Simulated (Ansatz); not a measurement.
System: antifluorite Mg2Ge. Method: HSE06-D3(BJ) (PAW; Ansatz, a first-principles code).

Settings: plane-wave cutoff 460 eV, 8×8×8 k mesh, Fermi–Dirac smearing 0.01 eV, scalar-relativistic PAW data made under PBE.

Cell (relaxed at this level):

Mg₂Ge is modelled in the cubic space group Fm-3m (No. 225), the anti-fluorite structure, Pearson symbol cF12. Conventional cell: a = b = c = 6.2672 Å, α = β = γ = 90.00°. Mg on 8c is surrounded by 4 Ge at 2.714 Å (tetrahedral). Ge on 4a is surrounded by 8 Mg at 2.714 Å (cubic). (Neighbours: up to the widest gap in distance over summed covalent radii, below 1.35, at either atom; cation-cation and far metal-metal contacts left out.)
(The calculation used a cell of 3 atoms; values per cell refer to that cell.)

Q: Give the computed bulk modulus B0, band gap, smallest direct gap on the k points sampled and pressure derivative B′ of the bulk modulus.

A: 
- bulk modulus B0 = 61.2 GPa
- band gap = 0.48 eV (on the SCF k mesh) (indirect)
- smallest direct gap on the k points sampled = 2.05 eV
- pressure derivative B′ of the bulk modulus = 4.0

Measured, for comparison: band gap 0.74 eV (temperature not stated, not corrected to a static lattice, indirect, Γ–X; as tabulated in Ryu et al. (2019), arXiv:1905.06140).

Spin–orbit coupling is not included.
